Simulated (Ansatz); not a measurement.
# B₂H (doublet): wave-function methods side by side at distance B1–B2 = 2.884 Å, cc-pVDZ

Aim: climb from Hartree-Fock through coupled cluster and multireference methods for B₂H (doublet) at one geometry and basis, and see what each rung misses.

Program: Ansatz 0.2.0, Gaussian basis. Level of theory: cc-pVDZ, core rule «outside noble gas», up to 2 orbitals frozen. These are calculated values, not measurements.

To be run: UHF; CCSD(T) on ROHF; CCSD(T) on UHF; BCCD(T) on ROHF; CISD; CCSDT(Q) on ROHF; CCSDT(Q) on UHF; CCSDTQ on ROHF; CCSDTQ on UHF; CASSCF and MRCISD+Q, 3 electrons in 3 orbitals; CASSCF and NEVPT2, 3 electrons in 3 orbitals; CASSCF and MRCISD+Q, 7 electrons in 9 orbitals; CASSCF and NEVPT2, 7 electrons in 9 orbitals; Full CI.

4 further runs of the same task are left out: 4 for a known fault of the program.

### 1 The system

The geometry derives from a PBE0/def2-TZVP stationary point (not a proven minimum). One bond is set to the value named and the two fragments are kept rigid.

3 atoms, charge 0, spin multiplicity 2.

Atoms are counted from 1 here; the program's logs count them from 0.

Bond lengths: B1–H3 1.177 Å.

Geometry (Å):

```xyz
3
B2H
B     0.00000    0.00000    0.56885
B     0.00000    0.00000   -2.31515
H     0.00000    0.00000    1.74630
```

### 2 UHF

Input file in.yaml:

```yaml
crystal:
  periodic: [false, false, false]
  atoms:
    - {symbol: B, position_ang: [0.000000, 0.000000, 0.568852]}
    - {symbol: B, position_ang: [0.000000, 0.000000, -2.315148]}
    - {symbol: H, position_ang: [0.000000, 0.000000, 1.746296]}
basis:
  gaussian: {orbitals: cc-pVDZ}
magnetization: {spin_polarized: true, initial_magnetization: 1}
hamiltonian: {xc: hf}
output: {orbitals: {seedname: orbitals}}
```

The run is started by

```
> ansatz run in.yaml --threads 1 --pin off --events-out ev --progress --plain --max-ram 4096MiB --backend cpu
```

The runs that follow: CCSD(T) on ROHF; CCSD(T) on UHF; BCCD(T) on ROHF; CISD; CCSDT(Q) on ROHF; CCSDT(Q) on UHF; CCSDTQ on ROHF; CCSDTQ on UHF; CASSCF and MRCISD+Q, 3 electrons in 3 orbitals; CASSCF and NEVPT2, 3 electrons in 3 orbitals; CASSCF and MRCISD+Q, 7 electrons in 9 orbitals; CASSCF and NEVPT2, 7 electrons in 9 orbitals; Full CI.

**Question.** What will the summary of the whole plan be? Wanted: FCI from the RHF energy; RMP2 from FCI; UMP2 from FCI; RCCSD from FCI; RCCSD(T) from FCI; UCCSD(T) from FCI; RCCSDT(Q) from FCI; UCCSDT(Q) from FCI; NEVPT2 valence from FCI.

**Answer**, as computed:

| quantity | value |
| --- | --- |
| FCI from the ROHF energy | -4.3221 eV |
| RMP2 from FCI | +143.8 kJ/mol |
| UMP2 from FCI | +158.9 kJ/mol |
| RCCSD from FCI | +17.8 kJ/mol |
| RCCSD(T) from FCI | +7.7 kJ/mol |
| UCCSD(T) from FCI | +8.4 kJ/mol |
| RCCSDT(Q) from FCI | +0.1 kJ/mol |
| UCCSDT(Q) from FCI | +0.1 kJ/mol |
| NEVPT2 valence from FCI | +62.8 kJ/mol |
| MRCISD+Q valence from FCI | +4.1 kJ/mol |
| levels within 1 kcal/mol (43 meV) | RCCSDT, UCCSDT, RCCSDT(Q), UCCSDT(Q), RCCSDTQ, UCCSDTQ, MRCISD+Q valence |
| T1 diagnostic | 0.038 |
| effectively unpaired electrons | 1.28 |

**Reading.** RCCSD(T) lands +7.7 kJ/mol from the yardstick (1.8 % of the correlation energy). The occupations show some static correlation. Of the multireference levels listed MRCISD+Q valence comes nearest in total energy (+4.1 kJ/mol), which doesn't show that its space is the better one. These misses are within one basis, not against nature; the frozen cores of restricted and unrestricted runs differ, which can shift their rows.

Levels on UHF freeze UHF's core orbitals, full CI those of ROHF, so the U rows can settle a little off it for that reason alone.

With open shells the CI space here admits some triples and quadruples, so it is larger than plain CISD.
